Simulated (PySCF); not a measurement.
All numbers come from PySCF, PBE0, basis P def2-TZVP, H def2-TZVP (no relativity, density fitting).

Each entry is the lowest minimum that a search over a few typed start shapes (and spin states, where more than one is plausible) found, or that minimum re-optimised at the stated level; isomers with ligand–ligand bonds, or fragments after loss of a ligand pair, can lie lower. Open shells are unrestricted.

PH₄ is a doublet of C2v symmetry with P–H 1.410 Å (×2), P–H 1.520 Å (×2); H–P–H 92.8° (×4), H–P–H 99.7°, H–P–H 171.3°. Its wavenumbers are 814, 880, 987, 1108, 1186, 1505, 1817, 2458, 2475 cm⁻¹.

What changes when one electron is removed, giving PH₄⁺?

It costs 5.77 eV between the minima (5.90 eV with zero-point energy). PH₄⁺ is a singlet of Td symmetry with P–H 1.401 Å (×4); H–P–H 109.5° (×6); wavenumbers 980 (×3), 1129 (×2), 2506, 2558 (×3) cm⁻¹.
